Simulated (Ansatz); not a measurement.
**hcp Hf: elastic constant C44 by level of theory**

No measured value is used here.

```
level (code)     value (GPa)  cell (Å³/atom)
---------------  -----------  --------------
LDA (Ansatz)               ?           20.83
PBE (Ansatz)            53.8           22.53
PBEsol (Ansatz)         52.4           21.61
```

Problem. Fill in the missing entries.

Solution. 
- LDA (Ansatz, an electronic-structure program), value (GPa): 46.5

Density-functional levels without +SOC have no spin–orbit coupling. Each level is taken at its own relaxed cell. Ansatz's density-functional and Hartree–Fock values are scalar-relativistic unless marked +SOC, with PAW data made under PBE.
